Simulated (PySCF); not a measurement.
Compound: 3-chloro-2-fluoroprop-1-ene, C3H4ClF.
SMILES with atom numbers: `[CH2:1]=[C:2]([F:3])[CH2:4][Cl:5]` (hydrogens: H6, H7 on C1; H8, H9 on C4)

Method used: PBE0-D3(BJ)/def2-SVP geometry optimisation, gas phase in PySCF 2.14.0.

**Question.** List the bond lengths, angles and torsions at this level.

**Answer.** 
| bond | length (pm) |
| --- | --- |
| C1=C2 | 133.0 |
| C2–F3 | 133.3 |
| C2–C4 | 148.5 |
| C4–Cl5 | 179.2 |
| C1–H6 | 109.1 |
| C1–H7 | 109.0 |
| C4–H8, C4–H9 | 109.8 |

Bonds in one row agree within 1 pm and their mean is given. A selection of angles:
| angle | degrees |
| --- | --- |
| C2–C1–H6 | 120.5 |
| C2–C1–H7 | 120.3 |
| H6–C1–H7 | 119.2 |
| C1–C2–F3 | 120.9 |
| C1–C2–C4 | 126.3 |
| F3–C2–C4 | 112.9 |
| C2–C4–Cl5 | 111.6 |
| C2–C4–H8 | 110.3 |
| C2–C4–H9 | 110.6 |
| Cl5–C4–H8 | 106.7 |
| H8–C4–H9 | 109.4 |

Dihedral angles: C1–C2–C4–Cl5 117° (anticlinal). The mirror-image conformer, all signs reversed, is as good.

Of the pairs four or more bonds apart, H7···H9 is among the closest relative to their van der Waals radii: 2.46 Å, 103 % of the sum of Bondi's values. The 2 C–C bonds span 1.330 Å (C1=C2, drawn double) to 1.485 Å (C2–C4, drawn single), a spread of 0.155 Å.

Point group: C1 (no symmetry element, even within 0.4 Å). PBE0-D3(BJ)/def2-SVP frequencies: not computed here. One conformer, not necessarily the lowest.

Time: 21 s; peak memory 0.39 GiB. Hardware: Arm Neoverse V1, one thread, on a shared host. These figures are those of the optimisation.
